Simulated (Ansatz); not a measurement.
Total energies of BH2(CCH) (C₂H₃B) from Ansatz at PBE0-D4/def2-TZVP, gas phase (1 Eh = 27.2114 eV = 2625.5 kJ/mol). The reference geometry is relaxed at PBE0-D4/def2-TZVP.

```csv
state,geometry,energy (Eh)
charge 0 singlet,reference,-102.67399
charge 1 doublet,reference,-102.28871
free B atom (doublet),–,-24.61828
free H atom (doublet),–,-0.50104
free C atom (triplet),–,-37.80537
```

(1) Work out the vertical ionisation energy to the doublet.

(2) What is the binding energy per atom against free atoms?

(1) E(charge 1 doublet) − E(charge 0 singlet) = -102.28871 − (-102.67399) = 0.38528 Eh = 10.48 eV. For comparison, −ε of the highest occupied level is 8.09 eV at this level, 2.39 eV less.

(2) Atoms: 1 × (-24.61828) + 3 × (-0.50104) + 2 × (-37.80537) = -101.73214 Eh. Binding: -101.73214 − (-102.67399) = 0.94185 Eh = 25.63 eV, or 4.27 eV for each of 6 atoms (no zero-point energy, no counterpoise term).
